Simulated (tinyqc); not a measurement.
The integration grid: Kohn-Sham LDA (VWN5) on finer and finer grids in the sto-3g basis, for H2O, spin multiplicity 3. Computed by the program tinyqc with PySCF. Self-consistent on each grid; the net force on the molecule should vanish.

Geometry (angstrom):
```
atom,x,y,z
O,0.0000,0.0000,0.0000
H,0.0000,0.6920,0.6590
H,0.0000,-0.6920,0.6590
```

Kohn-Sham energy on Becke grids (radial x angular points per atom):
```
grid,points,residual of the electron count,E (hartree),E - finest (mhartree),largest net force without grid terms (hartree/bohr)
10 x 14,414,-2.81e-02,-74.22154,100.62259,8.86e-02
15 x 26,1146,3.23e-02,-74.35393,-31.76184,2.81e-02
20 x 50,2972,-3.99e-03,-74.32003,2.13010,1.90e-03
30 x 86,7724,5.39e-04,-74.32231,-0.14493,7.38e-04
50 x 194,29022,-5.89e-06,-74.32216,0.00420,4.37e-05
75 x 302,67908,-3.59e-07,-74.32216,0.00072,7.16e-06
120 x 590,212106,1.61e-08,-74.32216,0.00000,3.57e-08
```

What does the comparison show, and why?

The energy is within 0.1 mhartree of the finest grid first at 50 x 194. The error has both signs, since quadrature is not variational. The electron count and the net force are cheap signs of a poor grid.
